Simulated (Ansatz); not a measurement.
Cost and result for the atomization energy of `NC1=NC=C1O` (10 atoms, 10 bonds).

Cartesian coordinates in Å:
```
N -0.096 -0.620 -1.762
C -0.417 -0.299 -0.507
N -1.507 -0.435 0.166
C -0.729 0.179 1.345
C 0.384 0.314 0.634
O 1.655 0.739 0.708
H -0.808 -0.972 -2.380
H 0.782 -0.327 -2.147
H -1.099 0.367 2.342
H 1.835 1.054 1.601
```

Charge 0, multiplicity 1. All single points use the PBE0-D4/def2-TZVP geometry. It is one conformer, not always the lowest. Program: Ansatz. All runs use 4 threads of a server CPU on a shared host. Times are those of one run each, without the atoms' runs, and a repeat can differ threefold. Electronic energies, without spin–orbit coupling; frozen cores. CCSD(T)/CBS adds CCSD(T) − MP2 in def2-TZVPP to the MP2 limit, and its time is that of the two runs behind it. T1 = 0.018; the RHF reference is unstable towards UHF. B3LYP takes the VWN-RPA correlation (the form of Gaussian; ORCA's B3LYP/G). HSE06 is the plane-wave form, built on full-range PBE exchange.

CCSD(T)/CBS is a level of theory with its own doubt, some kJ/mol a heavy atom from the limit and from the frozen cores, so smaller differences don't rank the functionals.

```csv
level,functions,atomization (kcal/mol),difference from CCSD(T)/CBS,per bond
B3LYP-D4/def2-TZVPP (with forces),242,988.9,6.5,0.6
CCSD(T)/CBS(def2),–,982.4,0.0,0.0
CCSD(T)/def2-TZVPP,242,948.0,-34.4,-3.4
r2SCANh-D4/def2-TZVPP,242,975.2,-7.2,-0.7
HSE06-D4/def2-TZVPP,242,1001.9,19.5,2.0
MP2/def2-QZVPP,462,1001.2,18.8,1.9
revPBE-D4/def2-TZVPP,242,1005.9,23.5,2.4
PBE-QIDH/def2-TZVPP,242,978.5,-3.9,-0.4
PBE-D4/def2-TZVPP (with forces),242,1042.3,59.9,6.0
BHLYP-D4/def2-TZVPP,242,932.1,-50.3,-5.0
B97M-V/def2-TZVPP,242,985.7,3.3,0.3
ωB97X-V/def2-TZVPP,242,989.4,7.0,0.7
CCSD(T)/def2-SVP,104,920.9,-61.5,-6.1
```

(1) Order the runs by time, with rough figures. (Estimate.)

Results:

(1) Ansatz gave: revPBE-D4/def2-TZVPP 1 s; PBE-D4/def2-TZVPP (with forces) 1.4 s; BHLYP-D4/def2-TZVPP 1.5 s; HSE06-D4/def2-TZVPP 1.6 s; r2SCANh-D4/def2-TZVPP 2 s; B3LYP-D4/def2-TZVPP (with forces) 2.2 s; PBE-QIDH/def2-TZVPP 3.1 s; B97M-V/def2-TZVPP 3.2 s; CCSD(T)/def2-SVP 3.4 s; ωB97X-V/def2-TZVPP 3.5 s; MP2/def2-QZVPP 15 s; CCSD(T)/def2-TZVPP 67 s; CCSD(T)/CBS(def2) 81 s.

From r2SCAN to r2SCAN0 (25 % exact exchange), in def2-TZVPP and without D4, the atomization energy moves by −30.1 kcal/mol: exact exchange takes away binding that semilocal exchange gives to molecules. The D4 term adds +7.3 kcal/mol with B3LYP and +3.8 kcal/mol with PBE0; it sums over pairs of atoms, weighted by their polarisabilities, and B3LYP, whose exchange is more repulsive, gets the larger term. Leaving LDA and LC-ωPBE aside and taking each functional with its dispersion term where it has one, the values spread over 110.2 kcal/mol, from BHLYP-D4 to PBE-D4. LDA lies +151.7 kcal/mol from PBE without D4, its usual overbinding.
